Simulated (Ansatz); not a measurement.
C2H2O2S, SMILES `O=C1SC1O`, relaxed with RKS PBE0-D4/def2-TZVP in Ansatz 0.2.0 from a PBE-D4/def2-SVP geometry. The force threshold is 0.005 eV/Å; the program also tests the step.

The species carries charge 0 and has multiplicity 1.

Start:

```xyz
7

O     0.843    1.925    0.119
C     0.714    0.739   -0.055
S     1.284   -0.579   -1.096
C    -0.052   -0.457    0.332
O    -1.377   -0.624    0.072
H     0.253   -1.044    1.216
H    -1.664    0.039   -0.589
```

```csv
step,energy (eV),largest force (eV/Å),largest move (Å)
1,-17027.1866,1.483,0.000
2,-17027.2332,0.522,0.021
3,-17027.2427,0.154,0.017
4,-17027.2436,0.085,0.005
5 (rejected),-17027.2433,0.157,0.006
6,-17027.2439,0.022,0.003
7,-17027.2439,0.015,0.004
8,-17027.2439,0.009,0.002
9,-17027.2439,0.006,0.001
10,-17027.2439,0.001,0.000
```

End:

```xyz
7

O     0.835    1.904    0.121
C     0.712    0.735   -0.052
S     1.248   -0.573   -1.071
C    -0.040   -0.459    0.325
O    -1.362   -0.615    0.064
H     0.258   -1.026    1.201
H    -1.651    0.035   -0.587
```

Hardware: 4 threads of a server CPU on a shared host. Wall time 27 s, peak host memory 0.37 GiB.
